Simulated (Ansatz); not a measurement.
# [OH···H···O], triplet: reading a ladder of total energies

Geometry: a point of a hydrogen-transfer path between rigid fragments, not a stationary point.

```xyz
4

O    -1.0752   -0.0275    0.0000
H    -1.3245    0.8991    0.0000
H     0.0448   -0.0275    0.0000
O     1.1558   -0.0275    0.0000
```

Basis cc-pVDZ; Ansatz 0.2.0. Only valence electrons are correlated (noble-gas cores frozen), which leaves 14 electrons in 36 orbitals. R marks a restricted (for open shells ROHF) determinant, U an unrestricted one.

Full CI isn't at hand for all of this; UCCSDT(Q) serves as the reference, and is uncertain by about the last step of the cluster series.

Runs differ by some tens of microhartree through their thresholds and, for an open shell, their frozen cores, so steps under 0.03 kcal/mol mean nothing.

```
    level  total energy (hartree)
      UHF             -150.750834
     UMP2             -151.075998
    UCCSD             -151.103408
 UCCSD(T)             -151.109815
   UCCSDT             -151.110598
UCCSDT(Q)             -151.111495
```

Problem. What is the correlation energy at UCCSDT(Q), and what share of it do UMP2 and UCCSD recover?

Solution. E(corr) = -151.111495 − (-150.750834) = -0.360661 hartree = -9.814 eV. UMP2: -0.325164 / -0.360661 = 90.16 %. UCCSD: -0.352574 / -0.360661 = 97.76 %.

Problem. By how many kcal/mol does UCCSD(T) miss UCCSDT(Q) (1 hartree = 627.509 kcal/mol), and which steps make up the rest?

Solution. -151.109815 − (-151.111495) = 0.001680 hartree = 1.05 kcal/mol. Steps: UCCSDT − UCCSD(T) = -0.49, UCCSDT(Q) − UCCSDT = -0.56 kcal/mol. Differences between like states or geometries often cancel part of this.
